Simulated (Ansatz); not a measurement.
**How far is PAW off for Ta?**

```
Ta
1.0
    -1.66045    1.66045    1.66045
     1.66045   -1.66045    1.66045
     1.66045    1.66045   -1.66045
Ta
1
Direct
  0.00000 0.00000 0.00000
```

The cell was built from the bcc type and relaxed in the same program, and has space group Im-3m; it needn't be a known or the stable phase.

Spin polarisation is left out, and whether a magnetic state lies lower isn't shown here.

Methods: DFT, PBE, PAW with Ansatz's default frozen-core files, fully relativistic files with spin-orbit coupling (Ansatz 0.2.0); DFT, PBE, all-electron LAPW, Dirac equation with spin-orbit coupling (Ansatz 0.2.0).

For PAW: a Γ-centred 16×16×16 k mesh, Fermi–Dirac smearing of 0.08 eV, cutoff 420 eV, no spin polarisation. LAPW targets a basis error of 1 meV/atom. The Ansatz runs share mesh, smearing and spin set-up. Plane-wave (PAW) pressures include the program's estimate of the Pulay term.

Stress and pressure are positive in compression.

Levels count from the Fermi level.

```csv
quantity,PAW,LAPW
pressure (GPa),-0.02,-0.06
highest filled level at N (eV),-1.465,-1.468
lowest empty level at N (eV),1.445,1.450
highest filled level at H (eV),-3.673,-3.673
lowest empty level at H (eV),6.565,6.557
highest filled level at P (eV),-1.008,-1.007
lowest empty level at P (eV),5.062,5.055
```

PAW's pressure differs from the LAPW value by +0.04 GPa.
